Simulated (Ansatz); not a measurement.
Basis sets compared for the cluster Li₂Al⁺ (the lowest singlet isomer of a short search). Total charge 1; singlet. Geometry PBE-D4/def2-TZVP. Ansatz on 4 threads of Arm Neoverse V1 on a shared host; times are rough, and most runs start from earlier orbitals.

```xyz
3

Al    0.000    0.000    0.000
Li    0.863    0.085    2.639
Li   -0.863   -0.085   -2.639
```

The structure comes from a short search, and lower isomers may exist.

```json
{"level": "PBE-D4/def2-SVP", "functions": "36", "energy (Eh)": "-256.9686", "HOMO (eV)": "-7.60", "LUMO (eV)": "-6.42", "wall time": "0.3 s"}
{"level": "PBE0-D4/def2-SVP", "functions": "36", "energy (Eh)": "-257.0022", "HOMO (eV)": "-8.30", "LUMO (eV)": "-5.65", "wall time": "0.3 s"}
```

Question: Estimate the rows for PBE-D4/def2-TZVP (with forces), PBE0-D4/def2-TZVP.

Answer: 
```csv
level,functions,energy (Eh),HOMO (eV),LUMO (eV),wall time
PBE-D4/def2-TZVP (with forces),65,-257.0654,-7.63,-6.44,0.4 s
PBE0-D4/def2-TZVP,65,-257.0964,-8.33,-5.67,0.45 s
```
